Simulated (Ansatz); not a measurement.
Geometry optimisation, RKS PBE-D4/def2-SVPD (Ansatz).

Input file:

```yaml
crystal:
  periodic: [false, false, false]
  atoms:
    - { symbol: B, position_ang: [0.0, 0.0, 0.0] }
    - { symbol: H, position_ang: [0.0, 0.0, 1.19] }
    - { symbol: O, position_ang: [1.2211, 0.0, -0.705] }
    - { symbol: H, position_ang: [1.5209, -0.9519, -0.8599] }
    - { symbol: O, position_ang: [-1.2211, 0.0, -0.705] }
    - { symbol: H, position_ang: [-1.7308, -0.8467, -0.4965] }
basis:
  gaussian: { orbitals: def2-SVPD }
hamiltonian:
  xc: pbe
  dispersion: d4
relax:
  f_tol: 0.02
  max_steps: 40
output:
  orbitals: {}
```

Launched with:

```bash
$ ansatz run input.yaml --threads 1 --pin off --max-ram 2048MiB --backend cpu --events-out ev --progress --plain --runs-dir out
```

Question: Where does it end, and by what steps?

Answer: The run converged. After 7 steps the energy has fallen by 1.079 eV; H4 moved furthest, 0.60 Å.

| step | energy less start (eV) | largest force component (eV/Å) | accepted |
| --- | --- | --- | --- |
| 0 | 0.0000 | 1.724 | yes |
| 1 | -0.2276 | 2.354 | yes |
| 2 | -0.3879 | 2.688 | yes |
| 3 | -0.7607 | 1.482 | yes |
| 4 | -0.9955 | 0.667 | yes |
| 5 | -1.0457 | 0.765 | yes |
| 6 | -1.0778 | 0.056 | yes |
| 7 | -1.0787 | 0.011 | yes |

```xyz
6
Properties=species:S:1:pos:R:3
B 0.044 -0.183 0.069
H -0.169 0.180 1.207
O 1.336 -0.249 -0.364
H 1.400 -0.552 -1.289
O -0.967 -0.532 -0.795
H -1.853 -0.463 -0.405
```

Whether the end is a true minimum wasn't checked by a vibrational analysis.

Run time: 15 s on 1 thread of Arm Neoverse V1, with other jobs on the host, peak memory 0.13 GiB.
